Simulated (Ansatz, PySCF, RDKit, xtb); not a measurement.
# CHSSi: a search for the lowest isomer

Only the formula CHSSi is given (odd number of electrons). Aim: find the structure of lowest free energy at 298.15 K, then its properties.

Plan: many cheap relaxations first (GFN2-xTB), then density-functional screening, relaxation at r2SCAN-D4/def2-SVP, vibrations and a final energy. The numbers are computed, not measured.

7 further runs of the same task are left out: 7 set aside as unsound or not needed.

## 1. Drawing up candidates

A program enumerates the bonding patterns with one Lewis structure each (two rings at most, one unusual centre or charged pair), with their diastereomers. O–O, O–halogen and N–halogen bonds and N–N–N chains are not drawn. That gives 10 candidates.

```
label          SMILES     spin
 c300       [SiH]=C=S  doublet
 c384       C#[Si][S]  doublet
 c471         [Si]#CS  doublet
 c476       C1=[Si]S1  doublet
 c521       [C]#[Si]S  doublet
 c522  [C+]#[SiH-][S]  doublet
 c565        C#S#[Si]  doublet
 c689    [C]1=[SiH]S1  doublet
 c816       [Si]=C[S]  doublet
 c979     [C]#S#[SiH]  doublet
```

Candidates are built by distance geometry, with a force field where one applies, in up to four conformers (letters a to d). 16 starts with atoms placed at random are added, to find patterns that the rules miss.

**Question.** With final energies at CCSD(T)/def2-TZVP, which structure will this search put lowest in free energy, and by what margin?

| quantity | value |
| --- | --- |
| lowest structure found | C1=[Si]S1, doublet, Cs |
| next finalist | [SiH]=C=S, doublet, 17.5 kcal/mol higher in G |
| share at equilibrium, among the finalists | 100.0 % |
| harmonic wavenumbers, lowest and highest (r2SCAN-D4/def2-SVP) | 330 and 3225 cm⁻¹ |
| rotational constants, same geometry | 0.7442, 0.2167, 0.1679 cm⁻¹ |
| dipole moment (PBE0/def2-TZVPD) | 1.00 D |
| HOMO energy (highest over α and β) (PBE0/def2-TZVPD) | -5.82 eV |
| LUMO energy (lowest over α and β) (PBE0/def2-TZVPD) | -2.87 eV |
| lowest excitation (TD-CAM-B3LYP/def2-SVPD) | 2.48 eV (f = 0.014) |
| vertical ionisation energy (to the singlet cation) | 8.00 eV |
| vertical electron affinity | 0.98 eV |
| vertical quartet less doublet | +3.20 eV |

The lowest structure found is `C1=[Si]S1`. The margin of 17.5 kcal/mol over the next finalist is beyond the usual error of the last level; it says nothing of structures that weren't ranked. GFN2-xTB, HF/STO-3G, r2SCAN-D4/def2-SVP, r2SCAN-D4/def2-SVP, relaxed, HF/def2-TZVP and MP2/def2-TZVP already put its bonding pattern lowest among the structures in one piece. A large T1 diagnostic among the finalists warns that one reference determinant may not suffice. It concerns: the finalist C#[Si][S] (doublet). The stability test raises a flag; for an open shell a flag towards a general spinor solution can be the free rotation of the spin. The search is not exhaustive (a finite list of starts, one conformer a finalist), so a lower isomer can't be ruled out.
